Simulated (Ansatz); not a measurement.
Mulliken charges of BClH2N (`N[B]Cl`) radical from PBE/def2-TZVPP in Ansatz (PBE0-D4/def2-TZVP geometry).

```
atom   x (Å)   y (Å)   z (Å)  charge (e)
  N1  -0.334   0.412  -0.257      -0.205
  B2  -0.098  -0.545   0.704      -0.009
 Cl3   1.343  -1.526   0.785      -0.148
  H4  -1.177   0.960  -0.273       0.197
  H5   0.316   0.625  -1.001       0.166
```

Question: By hand: the dipole of these point charges (1 e Å = 4.8032 D).

Answer: Σ q r = (-0.309, 0.439, -0.290) e Å, of length 0.610 e Å = 2.93 D.

Question: How does the dipole of the full density compare? (Estimate.)

Answer: Ansatz gave: (-0.136, 0.390, -0.362) e Å, 2.64 D; the point charges give 1.11 times that, at 18° from its direction.

Point charges leave out the atoms' own dipoles, such as those of lone pairs, and Mulliken's split depends on the basis, so the two needn't agree.
